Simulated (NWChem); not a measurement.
Species: Na$_{2}$; SMILES [Na][Na]

Results from NWChem. The geometry was optimised at PBE-D3(BJ)/def2-SVP. Level BLYP/def2-SVP: energy and gradient; each run changes one setting, and changes count from the defaults (medium grid, exact Coulomb integrals, symmetry on).

Which setting moves the energy most, and by about how much (Coulomb fitting, Ahlrichs set; defaults; tight SCF thresholds and tolerances; Becke weights; coarse grid)?

Coulomb fitting, Ahlrichs set, by about 80 μHa.
```csv
setting,size of the energy change (μHa),largest change of a gradient component (μHa/bohr)
defaults,< 10,< 30
"Coulomb fitting, Ahlrichs set",80,30
tight SCF thresholds and tolerances,< 10,< 30
Becke weights,< 10,< 30
coarse grid,< 10,< 30
```
